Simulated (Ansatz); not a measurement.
System (SMILES): [CH]=C=O, doublet.
Atoms: C1, C2, H3, O4. Bonds: C1-C2, C1-H3, C2-O4.

Basis-set convergence of the optimised C1-H3 bond length at PBE0 with Ansatz (a first-principles code). Cartesian d functions, on some or all atoms, in 6-31G*, 6-31+G*; all else is spherical. The program fits the integrals of some runs and decomposes those of others, by size. Open shells are unrestricted. No added dispersion term, no relativity. Reference: the value in def2-QZVPPD, 1.0716 Å, itself unsure by roughly 0.0001 Å (its mean distance from pcseg-3, def2-QZVPP, cc-pVQZ). Deviations are taken from unrounded values.

```tsv
basis	functions	optimised C1-H3 bond length (Å)
6-31G*	47	1.0741
6-31+G*	59	1.0746
cc-pVDZ	47	1.0838
aug-cc-pVDZ	78	1.0821
def2-SVP	47	1.0804
def2-SVPD	71	1.0811
pcseg-1	47	1.0787
aug-pcseg-1	78	1.0800
6-311G**	60	1.0719
6-311+G**	72	1.0720
def2-TZVP	99	1.0723
def2-TZVPD	123	1.0728
cc-pVTZ	104	1.0717
aug-cc-pVTZ	161	1.0719
pcseg-2	104	1.0706
aug-pcseg-2	161	1.0714
def2-TZVPP	107	1.0720
def2-TZVPPD	131	1.0722
def2-QZVPP	201	1.0714
def2-QZVPPD	225	1.0716
```

What the diffuse functions change, pair by pair:
- 6-31G* to 6-31+G*: 12 more functions, deviation 0.0026 to 0.0030 Å
- cc-pVDZ to aug-cc-pVDZ: 31 more functions, deviation 0.0122 to 0.0106 Å
- def2-SVP to def2-SVPD: 24 more functions, deviation 0.0089 to 0.0095 Å
- pcseg-1 to aug-pcseg-1: 31 more functions, deviation 0.0071 to 0.0084 Å
- 6-311G** to 6-311+G**: 12 more functions, deviation 0.0003 to 0.0005 Å
- def2-TZVP to def2-TZVPD: 24 more functions, deviation 0.0008 to 0.0012 Å
- cc-pVTZ to aug-cc-pVTZ: 57 more functions, deviation 0.0002 to 0.0003 Å
- pcseg-2 to aug-pcseg-2: 57 more functions, deviation -0.0010 to -0.0002 Å
- def2-TZVPP to def2-TZVPPD: 24 more functions, deviation 0.0004 to 0.0007 Å
- def2-QZVPP to def2-QZVPPD: 24 more functions, deviation -0.0001 to 0.0000 Å

Leaving out the reference's own pair, they bring the value nearer the reference by more than 0.0001 Å in 2 of 9 pairs.
